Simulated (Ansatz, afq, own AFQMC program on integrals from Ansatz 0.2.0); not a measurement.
## AlGeH2, quartet: AFQMC among the cluster methods

| atom | x (Å) | y (Å) | z (Å) |
| --- | --- | --- | --- |
| Ge | 0.0000 | 0.0000 | 0.6808 |
| Al | 0.0000 | 0.0000 | -1.9502 |
| H | 0.0000 | -1.2613 | 1.5705 |
| H | 0.0000 | 1.2613 | 1.5705 |

Connectivity, by distances: GeH2–Al.

Basis cc-pVDZ. Noble-gas cores (and the filled d shells of Ga–Kr and In–Xe) are frozen. Integrals, coupled cluster, full CI and functionals: Ansatz 0.2.0; the random walks run on the same integrals in our own AFQMC program. ph-AFQMC/CISD is guided by a CISD state made of CCSD amplitudes; releasing the constraint for a short imaginary time cuts its bias at the price of noise, slowly where states lie close. Free projection: walkers drawn from exp(T), propagated without any constraint. Its projection time is finite, and what remains of the start isn't in its error. ± is one standard error of the sampling. No spin–orbit coupling.

Determinant: UHF, the one that the program's search chose, which needn't be the lowest solution. The geometry is a point of a scan.

No full CI on the walks' own integrals is used here; CCSDT(Q) serves as the reference and is uncertain by about the last step of the cluster series.

Cautions: no relativity below Rb; no spin-orbit coupling; inner d shell frozen; lower spins were not checked.

The T1 diagnostic is 0.0330. The weight of the determinant in the CISD state is 0.871. The ⟨S²⟩ of the determinant is 3.778 and the size of the correlated space is 9 electrons in 36 orbitals.

Reference: CCSDT(Q), correlation energy -4.056 eV. The released energy is read at 2.40 1/Eh (meV from the phaseless value at times in 1/Eh: -6 ± 10 at 0.24, -12 ± 8 at 0.51, -13 ± 8 at 0.99, -25 ± 8 at 1.62, -26 ± 12 at 2.40).

```tsv
level	E − E(reference) (meV)	share of correlation (%)
HF	4055.8	0.00
MP2	1083.4	73.29
CCSD	179.3	95.58
CCSD(T)	48.3	98.81
CCSDT	7.8	99.81
ph-AFQMC/HF	70.2 ± 23.4	98.27
ph-AFQMC/CISD	29.0 ± 8.4	99.28
released AFQMC	3.1 ± 12.0	99.92
free AFQMC	13.5 ± 11.2	99.67
```

Free projections are given only where their last times agree within the noise and don't stop above the reference; a slow remainder of the start can still hide under it. A walk keeps the symmetry of its determinant, which the program's search chose and which needn't be the lowest solution, so a lower state of the same spin and another symmetry isn't excluded. Released energies are given only where the last usable release times agree within the noise; a slower fall can still hide under it.
